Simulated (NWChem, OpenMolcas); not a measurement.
**How basis sets differ on B2PH5 (SMILES BPB)**

The species is B2PH5 (8 atoms), meant as a singlet with charge 0. As SMILES, `BPB`. The shape is that of a GFN2-xTB optimisation.

```
atom    x (Å)    y (Å)    z (Å)
   B  -1.2229   0.7551  -0.7732
   P  -0.0532   0.2441   0.4892
   B   1.2899  -0.9384   0.3461
   H  -2.0932   1.4931  -0.5235
   H  -1.0840   0.3310  -1.8553
   H  -0.2751   0.7490   1.7494
   H   1.9403  -1.2262   1.2732
   H   1.4983  -1.4078  -0.7059
```

Each level gives the dipole moment (D). The values are calculated.

```csv
level,kind,program,value (D),CPU time
HF/STO-3G,Hartree–Fock,NWChem,0.81,1.3 s
HF/3-21G,Hartree–Fock,OpenMolcas,0.41,2.3 s
HF/def2-SVP,Hartree–Fock,OpenMolcas,0.61,6.6 s
HF/pcseg-2 (RICD fitting),Hartree–Fock,OpenMolcas,0.54,28 s
```

The values span 0.41 to 0.81 D. Magnitudes only: a small dipole may point the other way at some levels. Sets without polarisation functions give poor dipoles. CPU times are rough (shared hosts, several kinds of processor): they show what a rung costs within a factor of a few.
